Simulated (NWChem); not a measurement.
**Correlation energy of F (-1)**

SMILES: [F-]
```xyz
1

F      0.0000     0.0000     0.0000
```
Charge -1, spin multiplicity 1.

The numbers come from NWChem runs, not from measurements.

Basis set: aug-cc-pVTZ. Each correlation energy counts from its own Hartree-Fock reference.

The correlated methods keep 1 core orbital frozen. Coupled-cluster values serve here as a point of comparison, not as the truth.

**Question.** For the correlation energy, CCSD(T) gives -298.7 mHa and MP2 gives -295.1 mHa. What do CCSD+T(CCSD), CR-CCSD[T], CCSD give?

**Answer.** CCSD+T(CCSD): -300.2 mHa; CR-CCSD[T]: -298.5 mHa; CCSD: -288.5 mHa.
